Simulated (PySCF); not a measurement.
# C3H6O+ (doublet): open-shell or spin-flip excitations

Aim: compute the open-shell or spin-flip excitations of C3H6O+ (doublet) (`[CH2][CH+]OC`).

Programs: PySCF 2.14.0, with routines of our own; each step states its level. All values are computed. Atoms count from 0.

## 1. The starting structure

10 atoms, charge 1, multiplicity 2; geometry from: GFN2-xTB.

## 2. Open-shell or spin-flip excitations: unrestricted TDA B3LYP/def2-SVPD

What the job is given:

```
{"job": {"kind": "uabs", "xc": "B3LYP", "basis": "def2-SVPD", "nstates": 10, "tda": true}, "charge": 1, "multiplicity": 2}
C      1.927194     0.293989     0.104943
C      0.649319    -0.214285     0.117355
O     -0.303747     0.424412    -0.482261
C     -1.615624    -0.027492    -0.509726
H      2.144089     1.224759    -0.400517
H      2.734052    -0.223982     0.598350
H      0.420910    -1.152483     0.626846
H     -2.256595     0.764762    -0.094075
H     -1.923891    -0.113915    -1.562728
H     -1.766823    -0.971110     0.020760
```

Method: unrestricted TDA B3LYP/def2-SVPD, vertical, gas phase, core orbitals frozen in the response.

The run is started by

```console
$ OMP_NUM_THREADS=1 python excited_run.py task.json out
```

One launch serves the whole session: the jobs run in the order shown.

What it wrote:

```text
coarse grid: 8064 points
cycle   1  E = -192.5938953509  dE =  6.988e-01  |g| = 2.738e-01  |ddm| = 3.051e+00
cycle   2  E = -192.5247815505  dE =  6.911e-02  |g| = 5.064e-01  |ddm| = 7.606e-01
cycle   3  E = -192.6260608130  dE = -1.013e-01  |g| = 6.597e-02  |ddm| = 4.156e-01
cycle   4  E = -192.6277009912  dE = -1.640e-03  |g| = 3.133e-02  |ddm| = 1.097e-01
cycle   5  E = -192.6281833805  dE = -4.824e-04  |g| = 7.212e-03  |ddm| = 3.734e-02
cycle   6  E = -192.6282210744  dE = -3.769e-05  |g| = 3.184e-03  |ddm| = 1.231e-02
cycle   7  E = -192.6282298001  dE = -8.726e-06  |g| = 1.277e-03  |ddm| = 6.606e-03
final grid: 77064 points
cycle   8  E = -192.6685000412  dE = -2.567e-05  |g| = 3.100e-03  |ddm| = 4.529e-02
cycle   9  E = -192.6684922888  dE =  7.752e-06  |g| = 5.596e-03  |ddm| = 7.660e-03
cycle  10  E = -192.6685044993  dE = -1.221e-05  |g| = 7.491e-04  |ddm| = 4.558e-03
cycle  11  E = -192.6685047962  dE = -2.969e-07  |g| = 1.949e-04  |ddm| = 8.804e-04
cycle  12  E = -192.6685048387  dE = -4.248e-08  |g| = 8.742e-05  |ddm| = 4.581e-04
cycle  13  E = -192.6685048445  dE = -5.769e-09  |g| = 4.484e-05  |ddm| = 1.704e-04
cycle  14  E = -192.6685048460  dE = -1.474e-09  |g| = 6.758e-06  |ddm| = 9.579e-05
cycle  15  E = -192.6685048460  dE = -2.780e-11  |g| = 2.696e-06  |ddm| = 1.513e-05
converged SCF energy = -192.6685048460

Static polarisability (au): isotropic 42.295, principal 26.665 32.974 67.248

<S^2> of the reference = 0.7583 (exact 0.7500)

Excitations
state   eV       nm        f      <S^2>   main configurations
  1   3.3136    374.2   0.00032   0.806   H-1b->Lb 0.95
  2   3.9908    310.7   0.11161   0.800   Hb->Lb 0.89, Ha->La 0.08
  3   4.7006    263.8   0.00081   0.771   H-2b->Lb 0.86, H-3b->Lb 0.10
  4   5.1594    240.3   0.00111   0.777   H-3b->Lb 0.87, H-2b->Lb 0.09
  5   5.9537    208.2   0.29650   0.776   Ha->La 0.73, H-4b->Lb 0.14
  6   7.0815    175.1   0.00066   0.979   H-5b->Lb 0.86
  7   7.1663    173.0   0.05243   1.365   H-4b->Lb 0.60, H-2a->La 0.16, Hb->L+1b 0.10
  8   7.4829    165.7   0.00000   1.786   H-1a->La 0.83, H-5b->Lb 0.09
  9   7.9370    156.2   0.05296   2.087   H-2a->La 0.49, H-4b->Lb 0.20, Hb->L+1b 0.19
 10   8.3398    148.7   0.00001   1.218   H-6b->Lb 0.62, H-3a->La 0.14
```

Wall time 13 s (1 thread of Arm Neoverse V2, shared host); peak memory 0.54 GiB.

Key values:

| quantity | value |
| --- | --- |
| ⟨S²⟩ | 0.758 |

Löwdin spin populations:

| atom | value (e) |
| --- | --- |
| C0 | 0.48 |
| C1 | 0.13 |
| O2 | 0.28 |
| C3 | 0.02 |
| H4 | 0.02 |
| H5 | 0.03 |
| H6 | 0.01 |
| H7 | 0.02 |
| H8 | 0.02 |
| H9 | 0.00 |

With diffuse functions Löwdin's scheme smears the spin, so small populations can have the wrong sign.

## 3. Open-shell or spin-flip excitations: unrestricted TDA B3LYP/def2-SVPD in water

Settings changed since step 2:

```diff
@@ -1,2 +1,2 @@
-{"job": {"kind": "uabs", "xc": "B3LYP", "basis": "def2-SVPD", "nstates": 10, "tda": true}, "charge": 1, "multiplicity": 2}
+{"job": {"kind": "uabs", "xc": "B3LYP", "basis": "def2-SVPD", "nstates": 10, "tda": true, "solvent": "water", "pol": false}, "charge": 1, "multiplicity": 2}
 C      1.927194     0.293989     0.104943
```

With the program's defaults for keys left out, this is: unrestricted TDA B3LYP/def2-SVPD, vertical, IEF-PCM water (non-equilibrium linear response), core orbitals frozen in the response.

What it wrote:

```text
coarse grid: 8064 points
cycle   1  E = -192.6945111380  dE =  5.985e-01  |g| = 2.595e-01  |ddm| = 3.050e+00
cycle   2  E = -192.6450891450  dE =  4.942e-02  |g| = 4.491e-01  |ddm| = 7.043e-01
cycle   3  E = -192.7224522509  dE = -7.736e-02  |g| = 5.674e-02  |ddm| = 3.617e-01
cycle   4  E = -192.7236402543  dE = -1.188e-03  |g| = 2.489e-02  |ddm| = 8.430e-02
cycle   5  E = -192.7239407487  dE = -3.005e-04  |g| = 5.796e-03  |ddm| = 3.035e-02
cycle   6  E = -192.7239679153  dE = -2.717e-05  |g| = 2.623e-03  |ddm| = 1.082e-02
cycle   7  E = -192.7239739769  dE = -6.062e-06  |g| = 1.082e-03  |ddm| = 5.540e-03
final grid: 77064 points
cycle   8  E = -192.7642272231  dE = -2.588e-05  |g| = 3.006e-03  |ddm| = 4.516e-02
cycle   9  E = -192.7642216554  dE =  5.568e-06  |g| = 5.065e-03  |ddm| = 7.631e-03
cycle  10  E = -192.7642314514  dE = -9.796e-06  |g| = 7.055e-04  |ddm| = 4.083e-03
cycle  11  E = -192.7642317063  dE = -2.549e-07  |g| = 1.949e-04  |ddm| = 8.230e-04
cycle  12  E = -192.7642317454  dE = -3.908e-08  |g| = 9.376e-05  |ddm| = 4.419e-04
cycle  13  E = -192.7642317530  dE = -7.589e-09  |g| = 4.289e-05  |ddm| = 1.921e-04
cycle  14  E = -192.7642317546  dE = -1.629e-09  |g| = 6.326e-06  |ddm| = 1.083e-04
cycle  15  E = -192.7642317547  dE = -2.120e-11  |g| = 3.009e-06  |ddm| = 1.278e-05
converged SCF energy = -192.7642317547

<S^2> of the reference = 0.7576 (exact 0.7500)

Excitations
state   eV       nm        f      <S^2>   main configurations
  1   3.3533    369.7   0.00026   0.806   H-1b->Lb 0.95
  2   3.9934    310.5   0.12600   0.806   Hb->Lb 0.91
  3   4.6775    265.1   0.00084   0.770   H-2b->Lb 0.85, H-3b->Lb 0.12
  4   5.1820    239.3   0.00136   0.777   H-3b->Lb 0.85, H-2b->Lb 0.10
  5   5.9077    209.9   0.32732   0.772   Ha->La 0.79, H-4b->Lb 0.10
  6   7.1066    174.5   0.00078   0.993   H-5b->Lb 0.85
  7   7.1847    172.6   0.04723   1.250   H-4b->Lb 0.67, H-2a->La 0.13
  8   7.5066    165.2   0.00000   1.783   H-1a->La 0.82, H-5b->Lb 0.10
  9   8.0177    154.6   0.04629   2.197   H-2a->La 0.51, Hb->L+1b 0.23, H-4b->Lb 0.17
 10   8.3404    148.7   0.00365   1.104   H-6b->Lb 0.48, Ha->L+1a 0.22, H-3a->La 0.10
```

Run time: 10 s. Hardware: 1 thread of Arm Neoverse V2, shared host; peak memory 0.56 GiB.

From this job:

| quantity | value |
| --- | --- |
| ⟨S²⟩ | 0.758 |

## 4. Open-shell or spin-flip excitations: unrestricted TDDFT B3LYP/def2-SVPD in dimethylsulfoxide

Settings changed since step 3:

```diff
@@ -1,2 +1,2 @@
-{"job": {"kind": "uabs", "xc": "B3LYP", "basis": "def2-SVPD", "nstates": 10, "tda": true, "solvent": "water", "pol": false}, "charge": 1, "multiplicity": 2}
+{"job": {"kind": "uabs", "xc": "B3LYP", "basis": "def2-SVPD", "nstates": 6, "tda": false, "solvent": "dimethylsulfoxide"}, "charge": 1, "multiplicity": 2}
 C      1.927194     0.293989     0.104943
```

Method: unrestricted TDDFT B3LYP/def2-SVPD, vertical, IEF-PCM dimethylsulfoxide (non-equilibrium linear response), core orbitals frozen in the response.

What it wrote:

```text
coarse grid: 8064 points
cycle   1  E = -192.6936274864  dE =  5.994e-01  |g| = 2.596e-01  |ddm| = 3.050e+00
cycle   2  E = -192.6440154568  dE =  4.961e-02  |g| = 4.497e-01  |ddm| = 7.048e-01
cycle   3  E = -192.7216126776  dE = -7.760e-02  |g| = 5.683e-02  |ddm| = 3.622e-01
cycle   4  E = -192.7228046075  dE = -1.192e-03  |g| = 2.496e-02  |ddm| = 8.453e-02
cycle   5  E = -192.7231067652  dE = -3.022e-04  |g| = 5.812e-03  |ddm| = 3.041e-02
cycle   6  E = -192.7231340485  dE = -2.728e-05  |g| = 2.629e-03  |ddm| = 1.084e-02
cycle   7  E = -192.7231401383  dE = -6.090e-06  |g| = 1.084e-03  |ddm| = 5.553e-03
final grid: 77064 points
cycle   8  E = -192.7633936842  dE = -2.588e-05  |g| = 3.007e-03  |ddm| = 4.517e-02
cycle   9  E = -192.7633880941  dE =  5.590e-06  |g| = 5.071e-03  |ddm| = 7.628e-03
cycle  10  E = -192.7633979142  dE = -9.820e-06  |g| = 7.059e-04  |ddm| = 4.087e-03
cycle  11  E = -192.7633981695  dE = -2.553e-07  |g| = 1.948e-04  |ddm| = 8.233e-04
cycle  12  E = -192.7633982086  dE = -3.909e-08  |g| = 9.367e-05  |ddm| = 4.419e-04
cycle  13  E = -192.7633982161  dE = -7.561e-09  |g| = 4.292e-05  |ddm| = 1.916e-04
cycle  14  E = -192.7633982178  dE = -1.625e-09  |g| = 6.323e-06  |ddm| = 1.081e-04
cycle  15  E = -192.7633982178  dE = -1.927e-11  |g| = 3.012e-06  |ddm| = 1.279e-05
converged SCF energy = -192.7633982178

Static polarisability (au): isotropic 55.158, principal 34.023 43.028 88.423

<S^2> of the reference = 0.7576 (exact 0.7500)

Excitations
state   eV       nm        f      <S^2>   main configurations
  1   3.3233    373.1   0.00013   0.808   H-1b->Lb 0.94
  2   3.8051    325.8   0.11442   0.811   Hb->Lb 0.93
  3   4.6560    266.3   0.00064   0.771   H-2b->Lb 0.84, H-3b->Lb 0.12
  4   5.1575    240.4   0.00132   0.778   H-3b->Lb 0.85, H-2b->Lb 0.11
  5   5.6866    218.0   0.28080   0.775   Ha->La 0.86
  6   6.9680    177.9   0.02417   1.155   H-4b->Lb 0.75, H-2a->La 0.10
```

Run time: 14 s. Hardware: 1 thread of Arm Neoverse V2, shared host; peak memory 0.56 GiB.

In short:

| quantity | value |
| --- | --- |
| ⟨S²⟩ | 0.758 |

## 5. Open-shell or spin-flip excitations: unrestricted TDA OLYP/6-31G

Settings changed since step 4:

```diff
@@ -1,2 +1,2 @@
-{"job": {"kind": "uabs", "xc": "B3LYP", "basis": "def2-SVPD", "nstates": 6, "tda": false, "solvent": "dimethylsulfoxide"}, "charge": 1, "multiplicity": 2}
+{"job": {"kind": "uabs", "xc": "OLYP", "basis": "6-31G", "nstates": 4, "tda": true}, "charge": 1, "multiplicity": 2}
 C      1.927194     0.293989     0.104943
```

Method: unrestricted TDA OLYP/6-31G, vertical, gas phase, core orbitals frozen in the response.

What it wrote:

```text
coarse grid: 8064 points
cycle   1  E = -192.6961494175  dE =  6.752e-01  |g| = 2.498e-01  |ddm| = 2.006e+00
cycle   2  E = -192.5414535696  dE =  1.547e-01  |g| = 6.440e-01  |ddm| = 7.352e-01
cycle   3  E = -192.7234307561  dE = -1.820e-01  |g| = 8.169e-02  |ddm| = 5.337e-01
cycle   4  E = -192.7266021488  dE = -3.171e-03  |g| = 4.039e-02  |ddm| = 1.233e-01
cycle   5  E = -192.7274705237  dE = -8.684e-04  |g| = 7.812e-03  |ddm| = 3.890e-02
cycle   6  E = -192.7275010012  dE = -3.048e-05  |g| = 3.319e-03  |ddm| = 8.898e-03
cycle   7  E = -192.7275080495  dE = -7.048e-06  |g| = 6.586e-04  |ddm| = 4.784e-03
final grid: 77064 points
cycle   8  E = -192.6783344911  dE =  4.695e-05  |g| = 1.558e-02  |ddm| = 2.083e-02
cycle   9  E = -192.6777088891  dE =  6.256e-04  |g| = 4.117e-02  |ddm| = 3.946e-02
cycle  10  E = -192.6784254410  dE = -7.166e-04  |g| = 4.095e-03  |ddm| = 3.216e-02
cycle  11  E = -192.6784352855  dE = -9.845e-06  |g| = 4.099e-04  |ddm| = 4.238e-03
cycle  12  E = -192.6784353653  dE = -7.985e-08  |g| = 1.369e-04  |ddm| = 4.854e-04
cycle  13  E = -192.6784353774  dE = -1.204e-08  |g| = 7.566e-05  |ddm| = 2.579e-04
cycle  14  E = -192.6784353803  dE = -2.943e-09  |g| = 3.444e-05  |ddm| = 9.492e-05
cycle  15  E = -192.6784353811  dE = -7.914e-10  |g| = 4.279e-06  |ddm| = 4.755e-05
converged SCF energy = -192.6784353811

Static polarisability (au): isotropic 36.787, principal 18.047 28.384 63.931

<S^2> of the reference = 0.7546 (exact 0.7500)

Excitations
state   eV       nm        f      <S^2>   main configurations
  1   2.8676    432.4   0.00097   0.774   Hb->Lb 1.00
  2   3.8909    318.7   0.11060   0.775   H-1b->Lb 0.86, Ha->La 0.11
  3   4.4295    279.9   0.00121   0.761   H-2b->Lb 0.99
  4   4.9246    251.8   0.00054   0.762   H-3b->Lb 0.99
```

Wall time 4.4 s (1 thread of Arm Neoverse V2, shared host); peak memory 0.45 GiB.

Key values:

| quantity | value |
| --- | --- |
| ⟨S²⟩ | 0.755 |

## 6. What came out

| quantity | value |
| --- | --- |
| lowest and brightest state of nearly pure spin, of 10 (step 2, unrestricted TDA B3LYP/def2-SVPD) | 3.31 eV; 5.95 eV, f = 0.296 |
| lowest and brightest state of nearly pure spin, of 10 (step 3, unrestricted TDA B3LYP/def2-SVPD in water) | 3.35 eV; 5.91 eV, f = 0.327 |
| lowest and brightest state of nearly pure spin, of 6 (step 4, unrestricted TDDFT B3LYP/def2-SVPD in dimethylsulfoxide) | 3.32 eV; 5.69 eV, f = 0.281 |
| lowest and brightest state of nearly pure spin, of 4 (step 5, unrestricted TDA OLYP/6-31G) | 2.87 eV; 3.89 eV, f = 0.111 |

**Reading.** States whose ⟨S²⟩ lies well above the reference's are mixtures of spin states, an artefact of the unrestricted response, and are left out of the summary. The lowest state of nearly pure spin runs from 2.87 to 3.35 eV over the runs.
